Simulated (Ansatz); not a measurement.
## Ansatz (development build ahead of 0.2.0) run

```yaml
crystal:
  periodic: [false, false, false]
  atoms:
    - { symbol: S, position_ang: [0.02831, 0.01384, -0.41015] }
    - { symbol: O, position_ang: [-0.01704, 1.29474, 0.35563] }
    - { symbol: O, position_ang: [-0.00578, -1.29969, 0.37771] }
basis:
  gaussian: { orbitals: cc-pVTZ }
hamiltonian:
  xc: hf
```

The input is written out in the form of the current development build from the run's settings.

Output:

- Converged: yes
- Total energy: -547.25908 hartree
- Spin squared of the determinant: 0.000

Caution: in another basis set an unrestricted determinant lies well below.
